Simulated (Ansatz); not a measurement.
**CH₂Si (triplet): B2PLYP, RPA-PBE over vertical spin and charge gaps, cc-pVTZ**

How well do these functionals follow the top wave-function level for CH₂Si (triplet) over vertical spin and charge gaps?

Method: cc-pVTZ, all electrons in the functionals, frozen cores in the correlation of double hybrids and RPA; program: Ansatz 0.2.0, Gaussian basis.

The runs, in order: B2PLYP, RPA-PBE, at charge 0, triplet; charge 0, singlet; charge 0, quintet; charge 1, doublet; charge 1, quartet.

4 further runs of the same task are left out: 4 set aside as unsound or not needed.

### 1 The system

The geometry is a PBE0/def2-TZVP stationary point (not a proven minimum).

4 atoms, charge 0, spin multiplicity 3.

Atoms are counted from 1 here; the program's logs count them from 0.

Bond lengths: Si1–C2 1.865 Å, C2–H3 1.091 Å, C2–H4 1.091 Å. Angles: Si1–C2–H3 123.8°, Si1–C2–H4 123.8°, H3–C2–H4 112.4°.

No dispersion term is added.

The geometry shown and the zero of energy belong to the point charge 0, triplet. The yardstick, UCCSDT(Q), and other wave-function levels (R restricted, U unrestricted, valence and pair active spaces) come from earlier runs.

### 2 B2PLYP, charge 0, triplet

in.yaml

```yaml
crystal:
  periodic: [false, false, false]
  atoms:
    - {symbol: Si, position_ang: [0.000000, 0.000000, 0.650177]}
    - {symbol: C, position_ang: [0.000000, 0.000000, -1.214577]}
    - {symbol: H, position_ang: [0.000000, -0.906814, -1.821841]}
    - {symbol: H, position_ang: [0.000000, 0.906814, -1.821841]}
basis:
  gaussian: {orbitals: cc-pVTZ}
magnetization: {spin_polarized: true, initial_magnetization: 2}
hamiltonian: {xc: {name: B2PLYP}}
correlation: {electrons: outside_noble_gas}
```

Started as:

```
ansatz run in.yaml --threads 2 --pin off --events-out ev --progress --plain --max-ram 24576MiB --backend cuda --devices 0, --max-vram 18GiB
```

The log of the run:

```text
Functional definition: B2PLYP
  name "B2PLYP"
  cite "Grimme, J. Chem. Phys. 124, 034108 (2006) doi:10.1063/1.2148954"
  cite "Becke, Phys. Rev. A 38, 3098 (1988) doi:10.1103/PhysRevA.38.3098"
  cite "Lee, Yang & Parr, Phys. Rev. B 37, 785 (1988) doi:10.1103/PhysRevB.37.785"
  parameter a = 0.53
  parameter c = 0.27
  exchange = (1 - a)*b88_x + a*exact_x
  correlation = (1 - c)*lyp_c + c*(mp2_os + mp2_ss)
533 factors; integrals over basis functions are off by at most 1.1e-3 eV
mean field evaluation 1: about -8935.5709 eV, gradient 1.9e1 eV
mean field evaluation 2: about -8935.6251 eV, gradient 1.9e1 eV
mean field evaluation 4: about -8937.4786 eV, gradient 1.4e0 eV
mean field evaluation 8: about -8937.5000 eV, gradient 3.7e-2 eV
mean field evaluation 16: about -8937.5001 eV, gradient 3.9e-5 eV
mean field evaluation 32: about -8937.2657 eV, gradient 1.5e0 eV
mean field -8937.50005838 eV, -328.4470690904 hartree, gradient 2.2e-6 eV, S^2 2.015677; 4 other end points of the search recorded, 0 dependent functions left out
6 core orbitals not correlated: weight in the atoms' cores, before any rotation towards them, 1.000 or more for the frozen orbitals, at most 0.000 for the correlated occupied ones
reference -8937.50017286 eV, -328.4470732976 hartree; 6, 4 occupied and 80, 82 virtual orbitals, 533 factors
second order -7.40056320 eV of doubles, -0.00000000 eV of singles
Total energy: -8939.49832493 eV, -328.5205040315 hartree
```

Run time: 8 s. Hardware: 1 × H100 (card shared with other runs) with 2 threads of AMD EPYC 7R13, shared host; peak host memory 0.77 GiB.

From the report: ⟨S²⟩ of the determinant 2.016 (pure triplet: 2.00).

### 3 B2PLYP, charge 0, singlet

Changes to in.yaml since step 2:

```diff
@@ -9,3 +9,3 @@
   gaussian: {orbitals: cc-pVTZ}
-magnetization: {spin_polarized: true, initial_magnetization: 2}
+magnetization: {spin_polarized: true, initial_magnetization: 0}
 hamiltonian: {xc: {name: B2PLYP}}
```

Started as:

```
ansatz run in.yaml --threads 1 --pin off --events-out ev --progress --plain --max-ram 4096MiB --backend cpu
```

The log of the run (excerpt; [...] marks lines left out):

```text
Functional definition: B2PLYP
  name "B2PLYP"
  cite "Grimme, J. Chem. Phys. 124, 034108 (2006) doi:10.1063/1.2148954"
  cite "Becke, Phys. Rev. A 38, 3098 (1988) doi:10.1103/PhysRevA.38.3098"
  cite "Lee, Yang & Parr, Phys. Rev. B 37, 785 (1988) doi:10.1103/PhysRevB.37.785"
[...]
533 factors; integrals over basis functions are off by at most 1.1e-3 eV
[...]
mean field -8938.32967717 eV, -328.4775570184 hartree, gradient 3.0e-6 eV, S^2 0.135878; 7 other end points of the search recorded, 0 dependent functions left out
6 core orbitals not correlated: weight in the atoms' cores, before any rotation towards them, 1.000 or more for the frozen orbitals, at most 0.000 for the correlated occupied ones
reference -8938.32978885 eV, -328.4775611228 hartree; 5, 5 occupied and 81, 81 virtual orbitals, 533 factors
second order -8.85983916 eV of doubles, -0.00000000 eV of singles
Total energy: -8940.72194543 eV, -328.5654712554 hartree
```

Wall time 7.5 s (1 thread of AMD EPYC 7R13, shared host).

From the report: ⟨S²⟩ of the determinant 0.136 (pure singlet: 0.00).

From charge 0, triplet: -28.2 kcal/mol.

### 4 B2PLYP, charge 0, quintet

Changes to in.yaml since step 3:

```diff
@@ -9,3 +9,3 @@
   gaussian: {orbitals: cc-pVTZ}
-magnetization: {spin_polarized: true, initial_magnetization: 0}
+magnetization: {spin_polarized: true, initial_magnetization: 4}
 hamiltonian: {xc: {name: B2PLYP}}
```

Started as:

```
ansatz run in.yaml --threads 2 --pin off --events-out ev --progress --plain --max-ram 24576MiB --backend cuda --devices 0, --max-vram 18GiB
```

The log of the run (excerpt; [...] marks lines left out):

```text
Functional definition: B2PLYP
  name "B2PLYP"
  cite "Grimme, J. Chem. Phys. 124, 034108 (2006) doi:10.1063/1.2148954"
  cite "Becke, Phys. Rev. A 38, 3098 (1988) doi:10.1103/PhysRevA.38.3098"
  cite "Lee, Yang & Parr, Phys. Rev. B 37, 785 (1988) doi:10.1103/PhysRevB.37.785"
[...]
533 factors; integrals over basis functions are off by at most 1.1e-3 eV
[...]
mean field -8934.90279082 eV, -328.3516212680 hartree, gradient 4.5e-6 eV, S^2 6.007358; 0 other end points of the search recorded, 0 dependent functions left out
6 core orbitals not correlated: weight in the atoms' cores, before any rotation towards them, 1.000 or more for the frozen orbitals, at most 0.000 for the correlated occupied ones
reference -8934.90290770 eV, -328.3516255632 hartree; 7, 3 occupied and 79, 83 virtual orbitals, 533 factors
second order -6.51824278 eV of doubles, -0.00000000 eV of singles
Total energy: -8936.66283325 eV, -328.4163016343 hartree
```

Wall time 8 s (1 × H100 (card shared with other runs) with 2 threads of AMD EPYC 7R13, shared host); peak host memory 0.77 GiB.

From the report: ⟨S²⟩ of the determinant 6.007 (pure quintet: 6.00).

From charge 0, triplet: +65.4 kcal/mol.

### 5 B2PLYP, charge 1, doublet

Changes to in.yaml since step 4:

```diff
@@ -9,3 +9,4 @@
   gaussian: {orbitals: cc-pVTZ}
-magnetization: {spin_polarized: true, initial_magnetization: 4}
+total_charge: 1
+magnetization: {spin_polarized: true, initial_magnetization: 1}
 hamiltonian: {xc: {name: B2PLYP}}
```

The command is unchanged.

The log of the run (excerpt; [...] marks lines left out):

```text
Functional definition: B2PLYP
  name "B2PLYP"
  cite "Grimme, J. Chem. Phys. 124, 034108 (2006) doi:10.1063/1.2148954"
  cite "Becke, Phys. Rev. A 38, 3098 (1988) doi:10.1103/PhysRevA.38.3098"
  cite "Lee, Yang & Parr, Phys. Rev. B 37, 785 (1988) doi:10.1103/PhysRevB.37.785"
[...]
533 factors; integrals over basis functions are off by at most 1.1e-3 eV
[...]
mean field -8930.54327144 eV, -328.1914118858 hartree, gradient 3.4e-6 eV, S^2 0.754519; 7 other end points of the search recorded, 0 dependent functions left out
6 core orbitals not correlated: weight in the atoms' cores, before any rotation towards them, 1.000 or more for the frozen orbitals, at most 0.000 for the correlated occupied ones
reference -8930.54339274 eV, -328.1914163434 hartree; 5, 4 occupied and 81, 82 virtual orbitals, 533 factors
second order -7.04419731 eV of doubles, -0.00000000 eV of singles
Total energy: -8932.44532601 eV, -328.2613111020 hartree
```

It took 9.5 s on 1 × H100 (card shared with other runs) with 2 threads of AMD EPYC 7R13, shared host; peak host memory 0.78 GiB.

From the report: ⟨S²⟩ of the determinant 0.755 (pure doublet: 0.75).

From charge 0, triplet: +162.6 kcal/mol.

### 6 B2PLYP, charge 1, quartet

Changes to in.yaml since step 5:

```diff
@@ -10,3 +10,3 @@
 total_charge: 1
-magnetization: {spin_polarized: true, initial_magnetization: 1}
+magnetization: {spin_polarized: true, initial_magnetization: 3}
 hamiltonian: {xc: {name: B2PLYP}}
```

Launched as before.

The log of the run (excerpt; [...] marks lines left out):

```text
Functional definition: B2PLYP
  name "B2PLYP"
  cite "Grimme, J. Chem. Phys. 124, 034108 (2006) doi:10.1063/1.2148954"
  cite "Becke, Phys. Rev. A 38, 3098 (1988) doi:10.1103/PhysRevA.38.3098"
  cite "Lee, Yang & Parr, Phys. Rev. B 37, 785 (1988) doi:10.1103/PhysRevB.37.785"
[...]
533 factors; integrals over basis functions are off by at most 1.1e-3 eV
[...]
mean field -8928.14373786 eV, -328.1032306533 hartree, gradient 2.7e-6 eV, S^2 3.757947; 3 other end points of the search recorded, 0 dependent functions left out
6 core orbitals not correlated: weight in the atoms' cores, before any rotation towards them, 1.000 or more for the frozen orbitals, at most 0.000 for the correlated occupied ones
reference -8928.14385979 eV, -328.1032351339 hartree; 6, 3 occupied and 80, 83 virtual orbitals, 533 factors
second order -6.38168902 eV of doubles, -0.00000000 eV of singles
Total energy: -8929.86691582 eV, -328.1665562752 hartree
```

Wall time 16 s (1 × H100 (card shared with other runs) with 2 threads of AMD EPYC 7R13, shared host); peak host memory 0.77 GiB.

From the report: ⟨S²⟩ of the determinant 3.758 (pure quartet: 3.75).

From charge 0, triplet: +222.1 kcal/mol.

### 7 RPA-PBE, charge 0, triplet

Changes to in.yaml since step 6:

```diff
@@ -9,5 +9,4 @@
   gaussian: {orbitals: cc-pVTZ}
-total_charge: 1
-magnetization: {spin_polarized: true, initial_magnetization: 3}
-hamiltonian: {xc: {name: B2PLYP}}
-correlation: {electrons: outside_noble_gas}
+magnetization: {spin_polarized: true, initial_magnetization: 2}
+hamiltonian: {xc: {name: PBE}}
+correlation: {method: rpa, electrons: outside_noble_gas}
```

Launched as before.

The log of the run (excerpt; [...] marks lines left out):

```text
Functional definition: PBE
  name "PBE"
  cite "Perdew, Burke & Ernzerhof, Phys. Rev. Lett. 77, 3865 (1996) doi:10.1103/PhysRevLett.77.3865"
  parent pbe
[...]
533 factors; integrals over basis functions are off by at most 1.1e-3 eV
[...]
mean field -8938.21283571 eV, -328.4732631740 hartree, gradient 5.2e-7 eV, S^2 2.008791; 13 other end points of the search recorded, 0 dependent functions left out
6 core orbitals not correlated: weight in the atoms' cores, before any rotation towards them, 1.000 or more for the frozen orbitals, at most 0.000 for the correlated occupied ones
reference -8921.55584464 eV, -327.8611300427 hartree; 6, 4 occupied and 80, 82 virtual orbitals, 533 factors
Total energy: -8933.24413552 eV, -328.2906668102 hartree
```

Run time: 30 s. Hardware: 1 × H100 (card shared with other runs) with 2 threads of AMD EPYC 7R13, shared host; peak host memory 0.86 GiB.

From the report: ⟨S²⟩ of the determinant 2.009 (pure triplet: 2.00).

### 8 RPA-PBE, charge 0, singlet

Changes to in.yaml since step 7:

```diff
@@ -9,3 +9,3 @@
   gaussian: {orbitals: cc-pVTZ}
-magnetization: {spin_polarized: true, initial_magnetization: 2}
+magnetization: {spin_polarized: true, initial_magnetization: 0}
 hamiltonian: {xc: {name: PBE}}
```

Started as:

```
ansatz run in.yaml --threads 1 --pin off --events-out ev --progress --plain --max-ram 4096MiB --backend cpu
```

The log of the run (excerpt; [...] marks lines left out):

```text
Functional definition: PBE
  name "PBE"
  cite "Perdew, Burke & Ernzerhof, Phys. Rev. Lett. 77, 3865 (1996) doi:10.1103/PhysRevLett.77.3865"
  parent pbe
[...]
533 factors; integrals over basis functions are off by at most 1.1e-3 eV
[...]
mean field -8939.52919575 eV, -328.5216385131 hartree, gradient 1.5e-6 eV, S^2 0.000000; 8 other end points of the search recorded, 0 dependent functions left out
6 core orbitals not correlated: weight in the atoms' cores, before any rotation towards them, 1.000 or more for the frozen orbitals, at most 0.000 for the correlated occupied ones
reference -8921.64409499 eV, -327.8643731834 hartree; 5, 5 occupied and 81, 81 virtual orbitals, 533 factors
Total energy: -8934.55793967 eV, -328.3389482219 hartree
```

Run time: 4.7 s. Hardware: 1 thread of AMD EPYC 7R13, shared host.

From the report: ⟨S²⟩ of the determinant 0.000 (pure singlet: 0.00).

From charge 0, triplet: -30.3 kcal/mol.

### 9 RPA-PBE, charge 0, quintet

Changes to in.yaml since step 8:

```diff
@@ -9,3 +9,3 @@
   gaussian: {orbitals: cc-pVTZ}
-magnetization: {spin_polarized: true, initial_magnetization: 0}
+magnetization: {spin_polarized: true, initial_magnetization: 4}
 hamiltonian: {xc: {name: PBE}}
```

Started as:

```
ansatz run in.yaml --threads 2 --pin off --events-out ev --progress --plain --max-ram 24576MiB --backend cuda --devices 0, --max-vram 18GiB
```

The log of the run (excerpt; [...] marks lines left out):

```text
Functional definition: PBE
  name "PBE"
  cite "Perdew, Burke & Ernzerhof, Phys. Rev. Lett. 77, 3865 (1996) doi:10.1103/PhysRevLett.77.3865"
  parent pbe
[...]
533 factors; integrals over basis functions are off by at most 1.1e-3 eV
[...]
mean field -8935.51316247 eV, -328.3740520126 hartree, gradient 4.0e-6 eV, S^2 6.003761; 0 other end points of the search recorded, 0 dependent functions left out
6 core orbitals not correlated: weight in the atoms' cores, before any rotation towards them, 1.000 or more for the frozen orbitals, at most 0.000 for the correlated occupied ones
reference -8919.78229980 eV, -327.7959534722 hartree; 7, 3 occupied and 79, 83 virtual orbitals, 533 factors
Total energy: -8930.42758846 eV, -328.1871606146 hartree
```

Run time: 6.5 s. Hardware: 1 × H100 (card shared with other runs) with 2 threads of AMD EPYC 7R13, shared host; peak host memory 0.86 GiB.

From the report: ⟨S²⟩ of the determinant 6.004 (pure quintet: 6.00).

From charge 0, triplet: +65.0 kcal/mol.

### 10 RPA-PBE, charge 1, doublet

Changes to in.yaml since step 9:

```diff
@@ -9,3 +9,4 @@
   gaussian: {orbitals: cc-pVTZ}
-magnetization: {spin_polarized: true, initial_magnetization: 4}
+total_charge: 1
+magnetization: {spin_polarized: true, initial_magnetization: 1}
 hamiltonian: {xc: {name: PBE}}
```

The command is unchanged.

The log of the run (excerpt; [...] marks lines left out):

```text
Functional definition: PBE
  name "PBE"
  cite "Perdew, Burke & Ernzerhof, Phys. Rev. Lett. 77, 3865 (1996) doi:10.1103/PhysRevLett.77.3865"
  parent pbe
[...]
533 factors; integrals over basis functions are off by at most 1.1e-3 eV
[...]
mean field -8931.05295179 eV, -328.2101422931 hartree, gradient 1.6e-6 eV, S^2 0.753565; 3 other end points of the search recorded, 0 dependent functions left out
6 core orbitals not correlated: weight in the atoms' cores, before any rotation towards them, 1.000 or more for the frozen orbitals, at most 0.000 for the correlated occupied ones
reference -8914.80796637 eV, -327.6131500901 hartree; 5, 4 occupied and 81, 82 virtual orbitals, 533 factors
Total energy: -8925.90868742 eV, -328.0210940644 hartree
```

Run time: 18 s. Hardware: 1 × H100 (card shared with other runs) with 2 threads of AMD EPYC 7R13, shared host; peak host memory 0.87 GiB.

From the report: ⟨S²⟩ of the determinant 0.754 (pure doublet: 0.75).

From charge 0, triplet: +169.2 kcal/mol.

### 11 RPA-PBE, charge 1, quartet

Changes to in.yaml since step 10:

```diff
@@ -10,3 +10,3 @@
 total_charge: 1
-magnetization: {spin_polarized: true, initial_magnetization: 1}
+magnetization: {spin_polarized: true, initial_magnetization: 3}
 hamiltonian: {xc: {name: PBE}}
```

The command is unchanged.

The log of the run (excerpt; [...] marks lines left out):

```text
Functional definition: PBE
  name "PBE"
  cite "Perdew, Burke & Ernzerhof, Phys. Rev. Lett. 77, 3865 (1996) doi:10.1103/PhysRevLett.77.3865"
  parent pbe
[...]
533 factors; integrals over basis functions are off by at most 1.1e-3 eV
[...]
mean field -8928.63447525 eV, -328.1212649195 hartree, gradient 4.3e-6 eV, S^2 3.752727; 5 other end points of the search recorded, 0 dependent functions left out
6 core orbitals not correlated: weight in the atoms' cores, before any rotation towards them, 1.000 or more for the frozen orbitals, at most 0.000 for the correlated occupied ones
reference -8912.90153418 eV, -327.5430899995 hartree; 6, 3 occupied and 80, 83 virtual orbitals, 533 factors
Total energy: -8923.34466916 eV, -327.9268681312 hartree
```

Run time: 16 s. Hardware: 1 × H100 (card shared with other runs) with 2 threads of AMD EPYC 7R13, shared host; peak host memory 0.86 GiB.

From the report: ⟨S²⟩ of the determinant 3.753 (pure quartet: 3.75).

From charge 0, triplet: +228.3 kcal/mol.

### 12 Against the wave-function levels

The yardstick is UCCSDT(Q), where the cluster series has nearly closed. It comes from earlier runs at the same points. Energies in kcal/mol, counted from charge 0, triplet; blanks weren't run or aren't comparable.

| level | triplet to singlet | triplet to quintet | ionisation to the doublet cation | ionisation to the quartet cation |
| --- | --- | --- | --- | --- |
| UCCSDT(Q) | -32.2 | 61.1 | 164.0 | 222.2 |
| B2PLYP | -28.2 | 65.4 | 162.6 | 222.1 |
| RPA-PBE | -30.3 | 65.0 | 169.2 | 228.3 |

Largest miss and mean time a point (UCCSDT(Q) took 31 s a point; shared hosts):

| level | largest miss (kcal/mol) | where | time a point |
| --- | --- | --- | --- |
| B2PLYP | +4.3 | triplet to quintet | 9.8 s |
| RPA-PBE | +6.1 | ionisation to the quartet cation | 15 s |

### 13 What came out

```
                                   quantity                                             value
              triplet to singlet, UCCSDT(Q)                                    -32.2 kcal/mol
              triplet to quintet, UCCSDT(Q)                                     61.1 kcal/mol
ionisation to the doublet cation, UCCSDT(Q)                                    164.0 kcal/mol
ionisation to the quartet cation, UCCSDT(Q)                                    222.2 kcal/mol
                       largest miss, B2PLYP                +4.3 kcal/mol (triplet to quintet)
                      largest miss, RPA-PBE  +6.1 kcal/mol (ionisation to the quartet cation)
```

Of the functionals, B2PLYP keep the smallest largest miss at the points compared (at most 4.3 kcal/mol) and RPA-PBE strays most (6.1 kcal/mol, at ionisation to the quartet cation). Functionals and the yardstick converge differently with the basis, so part of each miss in cc-pVTZ is the basis.
